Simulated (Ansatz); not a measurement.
Geometry optimisation, Ansatz, RKS PBE0-D4/cc-pVDZ.

Input file:

```yaml
crystal:
  periodic: [false, false, false]
  atoms:
    - { symbol: B, position_ang: [0.0, 0.0, 0.0] }
    - { symbol: Cl, position_ang: [0.0, 0.0, 2.21] }
    - { symbol: H, position_ang: [1.0305, 0.0, -0.595] }
    - { symbol: C, position_ang: [-1.3856, 0.0, -0.8] }
    - { symbol: H, position_ang: [-1.9458, -0.9305, -0.5708] }
    - { symbol: H, position_ang: [-1.9898, 0.8797, -0.4946] }
    - { symbol: H, position_ang: [-1.1839, 0.0508, -1.8903] }
    - { symbol: H, position_ang: [0.0623, -1.4126, 0.4698] }
    - { symbol: H, position_ang: [0.0555, -1.258, 1.3665] }
basis:
  gaussian: { orbitals: cc-pVDZ }
hamiltonian:
  xc: pbe0
  dispersion: d4
relax:
  f_tol: 0.15
  max_steps: 25
  restrain:
    - { distance: [0, 7], at: 2.39, k: 30.0 }
    - { distance: [8, 1], at: 2.57, k: 30.0 }
    - { distance: [0, 1], at: 1.86, k: 30.0 }
    - { distance: [8, 7], at: 0.66, k: 30.0 }
```

Command:

```bash
$ ansatz run input.yaml --threads 1 --pin off --max-ram 2048MiB --backend cpu --events-out ev --progress --plain --runs-dir out
```

Q: Where does it end, and by what steps?

A: It converged. The restraints hold the end off the free minimum. After 10 steps the energy has fallen by 2.186 eV (the restraints' own energy left out); H8 moved furthest, 0.78 Å. Parted: Cl2–H9 (1.52 → 2.58 Å).

```tsv
step	energy less start (eV)	largest force component (eV/Å)	accepted
0	0.0000	3.199	yes
1	-0.3864	2.056	yes
2	-0.6602	4.381	yes
3	-1.3513	3.122	yes
4	-2.0580	2.273	yes
5	-2.1499	1.332	yes
6	-2.1066	1.551	no
7	-2.1705	1.480	yes
8	-2.1780	1.567	yes
9	-2.1817	1.607	yes
10	-2.1865	1.610	yes
```

```xyz
9
Properties=species:S:1:pos:R:3
B -0.094 0.213 0.139
Cl -0.254 0.525 1.934
H 1.034 0.255 -0.279
C -1.387 0.072 -0.707
H -2.141 -0.557 -0.202
H -1.844 1.081 -0.782
H -1.211 -0.298 -1.729
H 0.301 -2.139 0.340
H 0.238 -1.821 0.983
```

The run took 33 s on 1 thread of Arm Neoverse V1, on a shared host, peak memory 0.14 GiB.
